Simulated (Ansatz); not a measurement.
Compare A (`C#CC(C)F`) with its isomer B (`C=CC(=C)F`).

Calculated with Ansatz (gas phase, PBE0-D4/def2-TZVP geometries, no zero-point term in ΔE). CCSD(T)/CBS adds triple-zeta CCSD(T) − MP2 to the extrapolated MP2 energy (def2 sets, frozen cores). DFT in def2-TZVPP. B3LYP here is the variant with VWN-RPA as its local correlation; programs differ in this. Each species was taken in one conformer, which may not be the lowest.

(1) Which is lower in electronic energy at CCSD(T)/CBS, and by how much? (Estimate.)

(2) Give E(B) − E(A) in kJ/mol with MP2/def2-TZVPP, CCSD(T)/def2-TZVPP, BLYP-D4, PBE0-D4, r2SCAN-D4, B3LYP, ωB97M-V. (An estimate is asked.)

(3) Does the order hold for the free energy at 298.15 K (harmonic terms from PBE0-D4)? (Best estimate.)

Largest T1 diagnostic: 0.012.

## Answers

(1) The calculation gave: B, by 70.9 kJ/mol.

(2) Computed: MP2/def2-TZVPP -59.7, CCSD(T)/def2-TZVPP -71.6, BLYP-D4 -88.1, PBE0-D4 -85.9, r2SCAN-D4 -89.0, B3LYP -83.6, ωB97M-V -74.2. None reverses the order clearly.

(3) Computed: Yes: G(B) − G(A) = -68.2 kJ/mol, for one conformer each.

From PBE to PBE0 (25 % exact exchange), in def2-TZVPP and without D4, E(B) − E(A) moves by +3.8 kJ/mol. Leaving LDA and LC-ωPBE aside and taking each functional with its dispersion term where it has one, the values, not all of them listed here, spread over 17.5 kJ/mol, from revPBE-D4 to PBE-QIDH. LDA lies −6.5 kJ/mol from PBE without D4.
